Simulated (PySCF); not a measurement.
All values below come from B3LYP-D3(BJ)/def2-TZVP (PySCF). Gas-phase values, no solvent. One relaxed conformer stands for a flexible species; it need not be the lowest. B3LYP has the VWN-RPA correlation part, as in Gaussian. 

Reference species (SMILES): `C(#N)[C]C` (lower triplet) (neutral, multiplicity 3).

```json
{
  "highest_occupied_spin_orbital": "-6.85 eV"
}
```

Changed species: `C=C[C]C` (lower triplet; C–C–C–C torsion 180°) (X = vinyl, multiplicity 3; the reference has X = cyano, multiplicity 3).

Question: Give the shifts of the highest occupied spin orbital.

Answer: the highest occupied spin orbital rises by 1.60 eV, to -5.25 eV.
